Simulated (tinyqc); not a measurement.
Inside a calculation (part 3 of 3). Method: UHF in the sto-6g basis, for H2O, spin multiplicity 3. This run ends on a higher stationary point, not on the lowest solution. Computed by tinyqc, a small Python program that keeps every step (integrals from PySCF). Command: `OMP_NUM_THREADS=1 python tinyqc.py 31055 31056 out.jsonl` (the two numbers bound the seeds that draw the settings). One thread of a shared host (Intel(R) Xeon(R) Processor @ 2.60GHz), about 0.1 s of CPU time with the checks.

Geometry (angstrom):
```
atom         x          y         z
O     0.000000   0.000000  0.000000
H     0.000000   0.745000  0.735000
H     0.000000  -0.745000  0.735000
```

## Convergence

Stop when the energy changes by less than 1e-09 hartree and every element of the error matrix X^T (F D S - S D F) X (for each spin) is below 9e-06.

Course of the cycle:
```
iteration   E (hartree)     change  largest element of the error matrix
1          -28.98982755          -                             2.01e-01
2          -74.69359797  -4.57e+01                             3.57e-01
3          -74.85811892  -1.65e-01                             3.34e-01
4          -75.01879417  -1.61e-01                             2.66e-01
5          -75.15088983  -1.32e-01                             3.86e-02
6          -75.15454067  -3.65e-03                             2.86e-02
7          -75.15576853  -1.23e-03                             1.48e-02
8          -75.15611219  -3.44e-04                             3.18e-04
9          -75.15611243  -2.41e-07                             8.09e-06
10         -75.15611243  -1.88e-10                             2.30e-08
```

PySCF UHF in the same basis, after a stability check = -75.36529925 hartree

Converged in 10 iterations. But the solution lies 0.20919 hartree above the reference: it is another stationary point, not the lowest one. Reruns (cap 100 unless said): damping 0.5: converged in 43 to a higher stationary point; level shift 0.5: converged in 28 to a higher stationary point; atomic densities as start, DIIS 8: converged in 9.

## Populations, bond orders and dipole

D(alpha) after iteration 10, order 1O 1s, 1O 2s, 1O 2px, 1O 2py, 1O 2pz, 2H 1s, 3H 1s:
$$\begin{pmatrix}
1.064243 & -0.305668 & 0.000000 & 0.000000 & -0.035934 & 0.071001 & 0.071001 \\
-0.305668 & 1.541005 & 0.000000 & 0.000000 & 0.283235 & -0.559636 & -0.559636 \\
0.000000 & 0.000000 & 1.000000 & 0.000000 & 0.000000 & 0.000000 & 0.000000 \\
0.000000 & 0.000000 & 0.000000 & 0.368979 & 0.000000 & 0.288926 & -0.288926 \\
-0.035934 & 0.283235 & 0.000000 & 0.000000 & 1.165556 & -0.327117 & -0.327117 \\
0.071001 & -0.559636 & 0.000000 & 0.288926 & -0.327117 & 0.872583 & 0.420100 \\
0.071001 & -0.559636 & 0.000000 & -0.288926 & -0.327117 & 0.420100 & 0.872583
\end{pmatrix}$$

D(beta) after iteration 10, order 1O 1s, 1O 2s, 1O 2px, 1O 2py, 1O 2pz, 2H 1s, 3H 1s:
$$\begin{pmatrix}
1.052736 & -0.226996 & 0.000000 & 0.000000 & 0.045124 & -0.008340 & -0.008340 \\
-0.226996 & 1.003132 & 0.000000 & 0.000000 & -0.270951 & -0.017186 & -0.017186 \\
0.000000 & 0.000000 & 1.000000 & 0.000000 & 0.000000 & 0.000000 & 0.000000 \\
0.000000 & 0.000000 & 0.000000 & 0.000000 & 0.000000 & 0.000000 & 0.000000 \\
0.045124 & -0.270951 & 0.000000 & 0.000000 & 0.594563 & 0.231784 & 0.231784 \\
-0.008340 & -0.017186 & 0.000000 & 0.000000 & 0.231784 & 0.099277 & 0.099277 \\
-0.008340 & -0.017186 & 0.000000 & 0.000000 & 0.231784 & 0.099277 & 0.099277
\end{pmatrix}$$

overlap S, order 1O 1s, 1O 2s, 1O 2px, 1O 2py, 1O 2pz, 2H 1s, 3H 1s:
$$\begin{pmatrix}
1.000000 & 0.231145 & 0.000000 & 0.000000 & 0.000000 & 0.045143 & 0.045143 \\
0.231145 & 1.000000 & 0.000000 & 0.000000 & 0.000000 & 0.420230 & 0.420230 \\
0.000000 & 0.000000 & 1.000000 & 0.000000 & 0.000000 & 0.000000 & 0.000000 \\
0.000000 & 0.000000 & 0.000000 & 1.000000 & 0.000000 & 0.256496 & -0.256496 \\
0.000000 & 0.000000 & 0.000000 & 0.000000 & 1.000000 & 0.253053 & 0.253053 \\
0.045143 & 0.420230 & 0.000000 & 0.256496 & 0.253053 & 1.000000 & 0.260554 \\
0.045143 & 0.420230 & 0.000000 & -0.256496 & 0.253053 & 0.260554 & 1.000000
\end{pmatrix}$$

Mulliken: Z minus the diagonal of D S on the atom; Loewdin: the same with S^(1/2) D S^(1/2); Mayer order: 2 sum_s sum (D(s) S)_ij (D(s) S)_ji over the two atoms.

Charges (e):
```
atom   Mulliken    Loewdin  Mulliken spin
1O    -0.164799  -0.119628       0.869594
2H     0.082399   0.059814       0.565203
3H     0.082399   0.059814       0.565203
```

Mayer bond orders:
```
pair     order
2-1   0.477918
3-1   0.477918
3-2   0.195838
```

dipole moment about the origin, x y z (debye): [0.000000, 0.000000, 0.608898]

<S^2> of the determinant (pure state: 2) = 2.000000
